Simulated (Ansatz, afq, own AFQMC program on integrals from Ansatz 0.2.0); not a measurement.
# NaH2⁻, triplet in aug-cc-pVDZ, levels against full CI

```xyz
3

Na    0.0000    0.0000    0.0000
H     0.0000    0.0000   -2.0658
H     0.0000    0.0000    2.0658
```

Basis aug-cc-pVDZ. Noble-gas cores (and the filled d shells of Ga–Kr and In–Xe) are frozen. AFQMC by an in-house program on the Cholesky factors that Ansatz 0.2.0 writes for its CCSD(T) run. The CISD trial takes its coefficients from CCSD amplitudes. Released means that phaseless walkers are propagated on without the constraint, phases kept. ± is one standard error of the sampling.

Determinant: ROHF, the one that the program's search chose, which needn't be the lowest solution. The geometry is a PBE0/def2-TZVPD stationary point of this or a neighbouring charge and spin state.

Full CI on the same integrals is exact in this basis and with this determinant's frozen core.

Cautions: another spin lies lower (by 2.76 eV); at this level and basis the anion state lies above a neutral one; a spin-contaminated unrestricted determinant lies lower (UHF 664 meV lower, ⟨S²⟩ 2.24); the search met a lower determinant of the same kind, perhaps of another symmetry (876 meV lower), and this one is a saddle point; strong correlation (T1 0.073, weight of the determinant 0.85, largest double 0.16); the CCSD(T) amplitudes may be one of several solutions (largest double 0.16); the CCSDT(Q) amplitudes may be one of several solutions (largest double 0.32); the released energy hasn't reached full CI (57 meV above it at 2.40 1/Eh), so no released level is given (meV from the phaseless value at times in 1/Eh: -4 ± 4 at 0.24, -6 ± 4 at 0.51, -8 ± 5 at 0.99, -7 ± 6 at 1.62, -12 ± 4 at 2.40).

```
T1 diagnostic                               : 0.0730
weight of the determinant in the CISD state : 0.849
size of the correlated space                : 4 electrons in 40 orbitals
```

```
  level  correlation energy (eV)
    MP2                  -1.3571
   CCSD                  -1.8587
CCSD(T)                  -1.9237
```

Q: Estimate where full CI lies against CCSD(T) on the same integrals.

A: 4.2 kJ/mol below CCSD(T).

Reference: full CI, correlation energy -1.967 eV. The cautions show a poor starting determinant, so the rows tell how each method copes with it here, and full CI is the sure value.

```tsv
level	E − E(reference) (kJ/mol)	share of correlation (%)
CCSD(T)	4.2	97.78
CCSDT	-0.2	100.10
CCSDT(Q)	0.0	100.02
ph-AFQMC/CISD	6.6 ± 0.3	96.50
```

CCSDT and higher add their correlation energy to the determinant of the CCSD(T) run, since their own runs factorise the integrals more tightly (a shift of under 2 meV). A walk keeps the symmetry of its determinant, which the program's search chose and which needn't be the lowest solution, so a lower state of the same spin and another symmetry isn't excluded.
